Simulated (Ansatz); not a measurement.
**A relaxation, step by step**

C2H6B (SMILES [CH2-]BC) (charge -1), closed shell, PBE-D4/def2-SVP (Ansatz 0.2.0). Settings:

```yaml
hamiltonian: {xc: pbe, dispersion: d4}
relax: {f_tol: 0.2, max_steps: 30, max_displacement: 0.2}
```

Start (the SMILES describes the start alone):

```
9
angstrom
C -0.7263 0.7313 -0.9771
B 0.2150 0.4838 0.1109
C 0.5354 -0.8780 0.6992
H -1.4507 -0.0910 -1.3436
H -1.1789 1.7154 -1.5355
H 0.7560 1.4626 0.5238
H -0.1171 -1.6429 0.1667
H 1.5941 -1.1377 0.5768
H 0.3521 -0.9692 1.7783
```

```json
{"step": "1", "energy less the last (meV)": "496.6", "largest force component (eV/Å)": "2.503"}
{"step": "2", "energy less the last (meV)": "108.7", "largest force component (eV/Å)": "1.168"}
{"step": "3", "energy less the last (meV)": "75.6", "largest force component (eV/Å)": "0.809"}
{"step": "4", "energy less the last (meV)": "19.4", "largest force component (eV/Å)": "0.564"}
{"step": "5", "energy less the last (meV)": "4.1", "largest force component (eV/Å)": "0.398"}
{"step": "6", "energy less the last (meV)": "0.0", "largest force component (eV/Å)": "0.103"}
```

Step 3, positions (Å) and forces (eV/Å):

```csv
atom,x,y,z,Fx,Fy,Fz
C1,-0.800,0.726,-1.060,0.112,0.222,0.765
B2,0.042,0.563,0.134,0.809,-0.253,-0.492
C3,0.505,-0.902,0.711,-0.004,0.219,0.230
H4,-1.354,-0.121,-1.503,-0.161,-0.065,-0.259
H5,-1.039,1.729,-1.465,-0.140,-0.048,-0.207
H6,0.709,1.525,0.611,-0.287,-0.046,0.050
H7,-0.169,-1.717,0.356,-0.038,-0.070,0.133
H8,1.539,-1.204,0.378,-0.205,0.208,0.067
H9,0.547,-0.925,1.838,-0.086,-0.165,-0.288
```

Step 4, positions (Å) and forces (eV/Å):

```
atom       x       y       z      Fx      Fy      Fz
  C1  -0.857   0.743  -1.001   0.563  -0.118   0.338
  B2   0.156   0.551   0.062  -0.564   0.091  -0.162
  C3   0.522  -0.904   0.699   0.167   0.019   0.091
  H4  -1.417  -0.109  -1.456   0.030   0.127  -0.031
  H5  -1.058   1.723  -1.487  -0.124  -0.075   0.046
  H6   0.733   1.541   0.588   0.067  -0.138  -0.135
  H7  -0.121  -1.721   0.289   0.040   0.033   0.031
  H8   1.587  -1.202   0.483  -0.181   0.037   0.068
  H9   0.434  -0.948   1.822   0.002   0.022  -0.245
```

Step 5, positions (Å) and forces (eV/Å):

```tsv
atom	x	y	z	Fx	Fy	Fz
C1	-0.840	0.742	-0.998	-0.330	0.055	-0.398
B2	0.146	0.542	0.049	0.266	-0.212	0.370
C3	0.520	-0.908	0.698	0.006	0.158	-0.092
H4	-1.404	-0.087	-1.488	-0.004	0.031	0.081
H5	-1.114	1.732	-1.425	0.041	-0.003	-0.016
H6	0.784	1.503	0.539	-0.016	0.024	0.012
H7	-0.087	-1.751	0.293	-0.051	0.002	-0.030
H8	1.589	-1.181	0.524	0.060	-0.022	0.056
H9	0.386	-0.917	1.807	0.027	-0.034	0.016
```

Last step (6):

```csv
atom,x (Å),y (Å),z (Å)
C1,-0.8420,0.7396,-0.9998
B2,0.1586,0.5391,0.0488
C3,0.5336,-0.9042,0.6877
H4,-1.4337,-0.0889,-1.4491
H5,-1.1091,1.7254,-1.4362
H6,0.7835,1.5166,0.5367
H7,-0.0755,-1.7322,0.2549
H8,1.6050,-1.2024,0.5649
H9,0.3591,-0.9189,1.7917
```

The run took about 17 s on 2 CPU threads of an AMD EPYC (shared host).
